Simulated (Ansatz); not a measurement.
We consider litharge PbO, described by PBE+SOC in Ansatz (plane waves, PAW).

Settings: plane-wave cutoff 520 eV, 8×8×8 k mesh, Fermi–Dirac smearing 0.01 eV, PAW data made under PBE.

Cell (relaxed at this level):

Space group P4/nmm, origin choice 1 (No. 129); a = 4.0418 Å, b = 4.0418 Å, c = 5.6420 Å, α = 90.00°, β = 90.00°, γ = 90.00°

```json
[
 {"atom": "Pb", "site": "2c", "symmetry": "4mm", "x": "0.0000", "y": "0.5000", "z": "0.2124"},
 {"atom": "O", "site": "2a", "symmetry": "-4m2", "x": "0.0000", "y": "0.0000", "z": "0.0000"}
]
```

### Question
Estimate the bulk modulus B0, band gap and smallest direct gap on the k points sampled that the calculation returns.

### Answer

- bulk modulus B0: 6.68 GPa
- band gap: 1.76 eV (indirect)
- smallest direct gap on the k points sampled: 1.82 eV

Measured, for comparison: bulk modulus 23.1 GPa (temperature not stated, no zero-point or thermal correction; as tabulated in Canepa et al. (2012), arXiv:1204.2842). Computed (rounded) less measured: bulk modulus -71 % (against room or unstated temperature, where such soft solids are markedly softer).

Note: for a layered or molecular solid the relaxed cell lies over 5 % above the published volume, where the minimum can be shallow; the cell comes from a level without a dispersion term, which matters for the spacing of layers, chains or molecules; the bulk modulus comes from volumes at which shape and atoms were relaxed.

Static lattice: no zero-point or thermal effects.

Ansatz is a first-principles code.
